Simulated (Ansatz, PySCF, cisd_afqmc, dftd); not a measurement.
System: CH3, charge 0, doublet. CH3 (SMILES [CH3], doublet).
B3LYP-D3(BJ)/def2-TZVP minimum from Ansatz (a quantum-chemistry and plane-wave program):
```
C
H 1 1.0789
H 1 1.0789 2 120.00
H 1 1.0789 2 120.00 3 -180.00
```
Charge 0, spin multiplicity 2.

Wanted: enthalpy of formation at 298 K (by atomisation, with ideal-gas terms from PySCF's Hessian at B3LYP-D3(BJ)/def2-TZVP and the atoms' measured values of the G2/97 table; no spin-orbit terms), in kcal/mol. UHF or UKS for unpaired electrons; spin-orbit terms are left out. Cores are frozen in correlated methods. Rows without X2C or -DK are non-relativistic. The Monte Carlo rows (phaseless AFQMC, CISD trial, step 0.005/hartree) carry one-sigma bars that omit the constraint's bias. Outlying blocks are dropped, and bars are widened where a walk drifts. Over all cases where full CI ran beside it in this data, AFQMC minus full CI had a median of +0.1 mEh and passed +0.4 mEh in a tenth of the cases. CBS(X,Y): correlation extrapolated as X^-3, Hartree-Fock from the larger set (Q,5: extrapolated as (X+1)exp(-9√X)). A bracket is a step between two methods taken in the basis named. The functionals are non-relativistic, so their misses hold any scalar relativity. Double hybrids freeze cores in their MP2 part. '+ core + X2C': CCSD(T) terms for core correlation (cc-pwCVTZ) and scalar relativity (cc-pVTZ-DK). Full CI freezes restricted core orbitals, also for open shells; the composite that ends in it estimates full CI at the basis-set limit. For partners of very few electrons the exact lower level stands in for a higher one.

Measured: 35.0 kcal/mol, 146.5 kJ/mol (Active Thermochemical Tables 1.112 (ions: stationary electron), as tabulated in the package chemicals); atomic spin-orbit terms, which the calculations lack, would raise the computed values.

| level | program | enthalpy of formation at 298 K (kcal/mol) | error against that value |
|---|---|---|---|
| B3LYP/def2-TZVPD | Ansatz | 33.4 | -1.6 |
| PBE0/def2-TZVPD | Ansatz | 34.9 | -0.1 |
| r2SCANh-D4/def2-TZVPD | Ansatz + dftd4 | 32.7 | -2.3 |
| wB97M-V/def2-TZVPD | Ansatz | 35.9 | 0.9 |
| B2PLYP/def2-TZVPD | Ansatz | 37.8 | 2.8 |
| B2GP-PLYP/def2-TZVPD | Ansatz | 39.0 | 4.0 |
| CCSD/CBS(cc-pVQZ,cc-pV5Z) | Ansatz | 37.9 | 2.9 |
| CCSDTQ/cc-pVDZ | Ansatz | 55.5 | 20.5 |
| FCI/cc-pVDZ | Ansatz | 55.4 | 20.4 |
| CCSD(T)/CBS(cc-pVQZ,cc-pV5Z) + [AFQMC/CISD - CCSD(T)]/cc-pVDZ + core + X2C | Ansatz + cisd_afqmc | 35.0 ± 0.1 | 0.0 |
| CCSD(T)/CBS(cc-pVQZ,cc-pV5Z) + [AFQMC/CISD - CCSD(T)]/cc-pVTZ + core + X2C | Ansatz + cisd_afqmc | 34.6 ± 0.2 | -0.4 |
| CCSD(T)/CBS(cc-pVQZ,cc-pV5Z) + [CCSDT(Q) - CCSD(T)]/cc-pVQZ + [FCI - CCSDT(Q)]/cc-pVDZ + core + X2C | Ansatz | 35.0 | 0.0 |
